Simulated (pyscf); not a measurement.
**Four-centre exchange: Cl–Ti(Cl)(Cl)–Cl + H₂ → HCl + Cl–TiH(Cl)–Cl**

Gas phase, singlet surface, charge 0. Bonds broken: Cl1–Ti2, H6–H7. Bonds formed: Cl1–H6, Ti2–H7. Structures and frequencies: ωB97X-D3(BJ)/def2-SVP in PySCF.

Transition state (Å):

```xyz
7

Cl    -0.9652     0.3563     1.9447
Ti    -0.2838    -0.1109    -0.5324
Cl     1.3386     1.3008    -0.3652
Cl    -2.1903     0.6358    -1.2107
Cl     0.3443    -1.4365    -2.1099
H     -0.6056    -0.8789     1.4106
H     -0.2451    -1.5403     0.4258
```

One imaginary mode, 337i cm⁻¹; descent along it reached the two sides named, in the forms told below.

```tsv
bond	change	reactant side (Å)	saddle	product side
Cl1–Ti2	breaks	2.146	2.6	2.8
H6–H7	breaks	0.760	1.240	2.466
Cl1–H6	forms	3.1	1.393	1.287
Ti2–H7	forms	4.1	1.721	1.647
```

Electronic energies relative to the separated reactants (kcal/mol):

```tsv
level	barrier	reaction energy	reverse barrier
ωB97X-D3(BJ)/def2-TZVP	40.9	+39.8	1.1
PBE/def2-TZVP	37.9	+40.7	-2.7
r²SCAN/def2-TZVP	39.9	+42.6	-2.7
B3LYP-D3(BJ)/def2-TZVP	40.9	+40.0	0.9
PBE0-D3(BJ)/def2-TZVP	38.1	+39.0	-0.9
M06-2X/def2-TZVP	42.1	+37.4	4.7
ωB97M-D3(BJ)/def2-TZVP	40.0	+34.7	5.3
HF/def2-TZVP	52.3	+28.9	23.5
```

With ωB97M-D3(BJ)/def2-TZVP energies and thermal terms (ideal gas, 1 atm, RRHO with modes under 100 cm⁻¹ raised to 100, one conformer, R ln 2 for rigid chiral ones), in kcal/mol:

```tsv
T (K)	ΔH‡	ΔG‡	ΔH	ΔG
298	40.1	47.2	+35.2	+32.2
600	39.3	54.8	+34.5	+29.5
900	39.2	62.5	+34.1	+27.1
1200	39.4	70.3	+34.0	+24.8
```

On the product side the descent ends in an adduct with a Cl–Ti contact, 3.1 kcal/mol under the separated species and 4.1 kcal/mol under the saddle at ωB97X-D3(BJ)/def2-TZVP. At PBE, r²SCAN, PBE0-D3(BJ) the saddle lies under the separated products, which points to a path from their complex (located at ωB97X-D3(BJ) alone), and parting the products costs more than the saddle. What is counted as broken (Cl–Ti) persists as a longer contact in the product adduct; parting that adduct is a step of its own. This is the saddle that the search found; another between the same sides may lie lower.
